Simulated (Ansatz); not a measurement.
What does this script print? It uses Ansatz 0.2.0, Python API.

`freq_hs.py`
```python
"""Harmonic frequencies of HS(-) at its relaxed geometry."""

import itertools

import ansatz
from ase import Atoms
from ase.data import atomic_numbers, covalent_radii
import numpy as np

params = {
    "basis_set": "def2-SVP",
    "xc": "PBE0",
    "net_charge": -1,
}

atoms = Atoms(["H", "S"], positions=[
    [0.0, 0.0, 0.0],
    [0.0, 0.0, 1.405],
])
mol = ansatz.Crystal.molecule_from_ase(atoms)

setup = mol.calculation()
setup = setup.basis(gaussian=params["basis_set"]).functional(params["xc"])
setup = setup.charge(params["net_charge"])
symbols = [site.symbol for site in mol.cartesian_sites]
start = np.array([site.position_ang for site in mol.cartesian_sites], dtype=float)
summary = setup.relax(force_tolerance=0.003, max_steps=100).run(threads=1, pin="off").report
end = np.array(summary["positions_ang"])

# pairs closer than 1.2 times the sum of covalent radii, before or after
radius = [covalent_radii[atomic_numbers[s]] for s in symbols]
span = lambda where, i, j: np.linalg.norm(where[i] - where[j])
bonded = [(i, j) for i, j in itertools.combinations(range(len(symbols)), 2) if min(span(start, i, j), span(end, i, j)) < 1.2 * (radius[i] + radius[j])]
print("pair        before    after (A)")
for i, j in bonded:
    print(f"{symbols[i]}{i}-{symbols[j]}{j}".ljust(10), f"{span(start, i, j):8.4f} {span(end, i, j):8.4f}")

# frequencies need a stationary point, so they are taken at the relaxed geometry
minimum = ansatz.Crystal.molecule()
for symbol, place in zip(symbols, end):
    minimum = minimum.atom(symbol, place.tolist())
vibrating = (
    minimum.calculation()
    .basis(gaussian=params["basis_set"])
    .functional(params["xc"])
    .charge(params["net_charge"])
    .phonons(temperatures=(100, 500, 100))
)
vib = vibrating.run(threads=1, pin="off").report["vibrations"]
sums = vib["harmonic_sums"]
modes = [m["omega_inv_cm"] for m in sums["modes_at_gamma"] if m["rigid_motion"] == "no"]
for number, w in enumerate(modes, start=1):
    print(f"mode {number:2d} {w:9.1f} 1/cm {w / 8065.544 * 1000:8.2f} meV")
print("imaginary modes:", sum(w < 0 for w in modes), " zero-point energy:", round(sums["zero_point_energy_ev"], 4), "eV")
```

Running `python freq_hs.py` prints:
```text
pair        before    after (A)
H0-S1        1.4050   1.3598
mode  1    2611.7 1/cm   323.81 meV
imaginary modes: 0  zero-point energy: 0.1619 eV
```

Reading the output:
- The frequencies are harmonic and unscaled, in a modest basis. The result belongs to the one conformer reached from this start, and soft torsions count as harmonic oscillators.
- Anions want diffuse functions, which this basis lacks.
- The whole script took 4.1 s on 1 thread of Arm Neoverse V1, on a shared host, peak memory 0.15 GiB.

(Lines on the test bed's own set-up are left out of the output.)
